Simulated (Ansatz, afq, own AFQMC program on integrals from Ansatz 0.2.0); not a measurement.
## Atomization energy of AlGeH, triplet

```yaml
atoms:
  - { symbol: Ge, position_ang: [0.0000, 0.0000, 2.1260] }
  - { symbol: Al, position_ang: [0.0000, 0.0000, -0.2625] }
  - { symbol: H, position_ang: [0.0000, 0.0000, -1.8635] }
```

Connectivity, by distances: Ge–AlH.

Atoms in their ground-state spins without spin–orbit coupling (mostly on UHF) minus the molecule (UHF), without zero-point energy. The geometry is a stationary point, not shown to be a minimum.

Basis cc-pVDZ. Only valence electrons are correlated. AFQMC by an in-house program on the Cholesky factors that Ansatz 0.2.0 writes for its CCSD(T) run. The CISD trial takes its coefficients from CCSD amplitudes. Released means that phaseless walkers are propagated on without the constraint, phases kept. ± is one standard error of the sampling. No spin–orbit coupling. The errors of all members are added in quadrature.

No full CI on the walks' own integrals is used here; CCSDTQ serves as the reference and is uncertain by about the last step of the cluster series. Each member takes its own surest rung, up to full CI.

The best estimate is CCSD(T) at the basis-set limit (CBS: def2-TZVPP and def2-QZVPP, with their diffuse functions for anions and beside diffuse sets, CCSD(T) itself extrapolated) plus the step from CCSD(T) to CCSDTQ in cc-pVDZ. Rows without CBS are in cc-pVDZ, the functionals in def2-TZVP; B2PLYP and the wave-function rows carry a basis error of their own. Core correlation and relativity beyond core potentials are missing, and ± holds the sampling alone.

Cautions: inner d shell frozen; no relativity below Rb; no spin-orbit coupling; AlGeH (triplet): the ph-AFQMC/HF walk drifts between its halves (2.4 errors), its ph-AFQMC/CISD value lies 26 ± 5 meV above CCSDTQ.

```csv
level,atomization energy (kcal/mol)
wB97M-V,117.6
CCSD,101.1
PBE0,119.9
```

(1) From these cheaper values, estimate the atomization energy at the level of the best estimate.

(1) 119.3 kcal/mol (best estimate, highest rung CCSDTQ).

```json
{"level": "HF", "atomization energy (kcal/mol)": "78.4", "error against the best estimate (kcal/mol)": "-40.9"}
{"level": "MP2", "atomization energy (kcal/mol)": "103.1", "error against the best estimate (kcal/mol)": "-16.2"}
{"level": "CCSD(T)", "atomization energy (kcal/mol)": "103.8", "error against the best estimate (kcal/mol)": "-15.5"}
{"level": "ph-AFQMC/CISD", "atomization energy (kcal/mol)": "104.1 ± 0.1", "error against the best estimate (kcal/mol)": "-15.2 ± 0.1"}
{"level": "released AFQMC", "atomization energy (kcal/mol)": "104.4 ± 0.06", "error against the best estimate (kcal/mol)": "-14.9 ± 0.06"}
{"level": "HF/CBS", "atomization energy (kcal/mol)": "81.6", "error against the best estimate (kcal/mol)": "-37.7"}
{"level": "MP2/CBS", "atomization energy (kcal/mol)": "116.3", "error against the best estimate (kcal/mol)": "-3.0"}
{"level": "CCSD(T)/CBS", "atomization energy (kcal/mol)": "118.5", "error against the best estimate (kcal/mol)": "-0.8"}
{"level": "PBE", "atomization energy (kcal/mol)": "122.9", "error against the best estimate (kcal/mol)": "3.6"}
{"level": "r2SCAN", "atomization energy (kcal/mol)": "126.3", "error against the best estimate (kcal/mol)": "7.0"}
{"level": "B3LYP", "atomization energy (kcal/mol)": "118.0", "error against the best estimate (kcal/mol)": "-1.3"}
{"level": "B2PLYP", "atomization energy (kcal/mol)": "115.7", "error against the best estimate (kcal/mol)": "-3.6"}
{"level": "surest rungs in cc-pVDZ", "atomization energy (kcal/mol)": "104.6", "error against the best estimate (kcal/mol)": "-14.7"}
```

Correlation beyond CCSD(T) adds 0.8 kcal/mol. Going to the basis-set limit adds 14.7 kcal/mol at CCSD(T). The perturbative (T) step is worth +2.7 kcal/mol.

Best estimates are given only where the step beyond CCSD(T) is under 0.3 eV and no member's determinant is very poor (T1 over 0.05, or 0.07 for open shells, ⟨S²⟩ too high by 0.3, two states mixed), so the hardest cases are missing from such tables.

The functionals ran in a triple-zeta set and keep a basis error of their own, a few kJ/mol for each bond in atomization energies and more for double hybrids, so close places among them and the extrapolated levels can swap.

Each member of a difference takes its own highest rung, so a best estimate needn't equal the limit plus the step of one row. A walk keeps the symmetry of its determinant, which the program's search chose and which needn't be the lowest solution, so a lower state of the same spin and another symmetry isn't excluded. Released energies are given only where the last usable release times agree within the noise; a slower fall can still hide under it.
